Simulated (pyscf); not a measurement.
H₂S (SMILES S) + F–SiH₃ (SMILES F[SiH3]) → H₃Si–SH (SMILES [SiH3]S) + HF (SMILES F), a four-centre exchange (singlet surface; H–S, F–Si broken, S–Si, F–H formed). Optimised with ωB97X-D3(BJ)/def2-SVP in PySCF. MP2 and CC: frozen core, UHF for open shells. ΔMP2 is the change of the MP2 total energy from the triple- to the quadruple-zeta basis. Energies in eV from the separated reactants.

Small-basis levels: PySCF, no dispersion term, spherical d functions. AM1 to PM7: differences of heats of formation from MOPAC. Cost: rough CPU time at the saddle relative to B3LYP/6-31G*, from one job on a shared machine.

```csv
level,barrier,reaction energy,cost
HF/STO-3G,2.41,+0.42,0.05
HF/3-21G,?,+1.24,0.06
HF/6-31G*,2.88,+1.15,0.08
PBE/6-31G*,1.42,+1.02,2
B3LYP/STO-3G,0.75,+0.80,0.7
B3LYP/6-31G*,1.89,+1.17,1
B3LYP/def2-SVP,1.70,+0.92,1
AM1,2.63,+0.89,under 0.02
PM3,?,+0.81,under 0.02
CCSD(T)/def2-TZVPP + ΔMP2(QZVPP),?,+0.75,–
```

Problem. Fill in the missing entries.

Solution. 
- HF/3-21G, barrier: 2.44
- PM3, barrier: 2.84
- CCSD(T)/def2-TZVPP + ΔMP2(QZVPP), barrier: 1.94

Against the last row the barrier runs from -1.19 (B3LYP/STO-3G) to +0.95 eV (HF/6-31G*); B3LYP/6-31G* happens to lie closest here (0.04 eV apart). At B3LYP/STO-3G this geometry lies under one side, so the entry may be no barrier of that level: it is a single point on another level's saddle. CCSD(T)/def2-TZVPP + ΔMP2(QZVPP) has limits of its own. On the product side the descent ends in a complex, 0.25 eV under the separated species and 1.31 eV under the saddle at ωB97X-D3(BJ)/def2-TZVP. At ωB97X-D3(BJ) the barrier from the zero used here is 1.74 eV. This is the saddle that the search found; another between the same sides may lie lower. The CCSD(T) − MP2 part came from Ansatz, without density fitting, on the same reference.
